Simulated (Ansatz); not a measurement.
# AlH₂O radical (SMILES [OH][AlH]): functionals against CCSD(T) at one geometry

Aim: energy, forces and dipole at a structure displaced at random from a GFN2-xTB minimum, from CCSD(T) and from density functionals.

The runs use Ansatz 0.2.0, Gaussian basis; single points in def2-TZVPP.

Cores are frozen in the correlated methods. Orbitals are unrestricted. B3LYP uses VWN-RPA correlation.

### 1 Where the work starts

SMILES `[OH][AlH]`, 4 atoms, charge 0, spin multiplicity 2.

Atoms are counted from 1 here; the program's logs count them from 0.

Bond lengths: O1–Al2 1.579 Å, O1–H3 1.035 Å, Al2–H4 1.646 Å. Angles: Al2–O1–H3 176.5°, O1–Al2–H4 114.7°.

Geometry (Å):

```xyz
4
AlH2O
O     0.2558   -0.6663    0.3962
Al    0.2756    0.8840    0.0966
H     0.3018   -1.6767    0.6155
H    -0.6471    1.3497   -1.1846
```

### 2 CCSD(T)/def2-TZVPP

File run/in.yaml:

```yaml
crystal:
  periodic: [false, false, false]
  atoms:
    - {symbol: O, position_ang: [0.255800, -0.666300, 0.396200]}
    - {symbol: Al, position_ang: [0.275600, 0.884000, 0.096600]}
    - {symbol: H, position_ang: [0.301800, -1.676700, 0.615500]}
    - {symbol: H, position_ang: [-0.647100, 1.349700, -1.184600]}
basis:
  gaussian: {orbitals: def2-TZVPP}
magnetization: {spin_polarized: true, initial_magnetization: 1}
correlation: {method: ccsd_t}
scf: {omitted_lower_state_checks: [cluster_reference]}
output: {forces: true}
```

On the command line:

```console
$ ansatz run in.yaml --threads 4 --pin off --events-out ev --progress --plain --max-ram 5222MiB
```

### 3 PBE0-D4/def2-TZVPP

run/in.yaml: that of step 2 with these lines changed.

```diff
@@ -10,4 +10,3 @@
 magnetization: {spin_polarized: true, initial_magnetization: 1}
-correlation: {method: ccsd_t}
-scf: {omitted_lower_state_checks: [cluster_reference]}
-output: {forces: true}
+hamiltonian: {xc: pbe0, dispersion: d4}
+output: {forces: true, orbitals: {seedname: orbitals}}
```

### 4 wB97M-V/def2-TZVPP

run/in.yaml: that of step 3 with these lines changed.

```diff
@@ -10,3 +10,3 @@
 magnetization: {spin_polarized: true, initial_magnetization: 1}
-hamiltonian: {xc: pbe0, dispersion: d4}
-output: {forces: true, orbitals: {seedname: orbitals}}
+hamiltonian: {xc: {name: wB97M-V}}
+output: {forces: true}
```

### 5 r2SCAN-D4/def2-TZVPP

run/in.yaml: that of step 4 with these lines changed.

```diff
@@ -10,3 +10,3 @@
 magnetization: {spin_polarized: true, initial_magnetization: 1}
-hamiltonian: {xc: {name: wB97M-V}}
+hamiltonian: {xc: r2scan, dispersion: d4}
 output: {forces: true}
```

### 6 PBE-D4/def2-TZVPP

run/in.yaml: that of step 5 with these lines changed.

```diff
@@ -10,3 +10,3 @@
 magnetization: {spin_polarized: true, initial_magnetization: 1}
-hamiltonian: {xc: r2scan, dispersion: d4}
+hamiltonian: {xc: pbe, dispersion: d4}
 output: {forces: true}
```

### 7 BHLYP-D4/def2-TZVPP

run/in.yaml: that of step 6 with these lines changed.

```diff
@@ -10,3 +10,3 @@
 magnetization: {spin_polarized: true, initial_magnetization: 1}
-hamiltonian: {xc: pbe, dispersion: d4}
+hamiltonian: {xc: {name: BHLYP}, dispersion: d4}
 output: {forces: true}
```

### 8 B3LYP-D4/def2-TZVPP

run/in.yaml: that of step 7 with these lines changed.

```diff
@@ -10,3 +10,3 @@
 magnetization: {spin_polarized: true, initial_magnetization: 1}
-hamiltonian: {xc: {name: BHLYP}, dispersion: d4}
+hamiltonian: {xc: {name: B3LYP}, dispersion: d4}
 output: {forces: true}
```

(Steps that only read results are left out.)

Before running it: what results should come out? Wanted: energy less free atoms, CCSD(T)/def2-TZVPP; RMS force component; RMS force error; HOMO and LUMO, PBE0-D4; T1 diagnostic.

**Answer**, as computed:

| quantity | value |
| --- | --- |
| energy less free atoms, CCSD(T)/def2-TZVPP | -258.4 kcal/mol |
| RMS force component | 2.453 to 2.602 eV/Å over the methods |
| RMS force error | PBE0-D4 0.095, wB97M-V 0.036, r2SCAN-D4 0.101, PBE-D4 0.223, BHLYP-D4 0.198, B3LYP-D4 0.080 eV/Å |
| HOMO and LUMO, PBE0-D4 | -5.32 and -1.91 eV |
| T1 diagnostic | 0.016 |

**Reading.** Against CCSD(T) the functionals' energies less atoms differ by -11.9 to +3.4 kcal/mol, PBE-D4 by -10.7 kcal/mol. A larger basis would deepen the CCSD(T) value, while the functionals are nearly converged already, so the order here is not reliable. For forces wB97M-V does best and PBE-D4 worst.
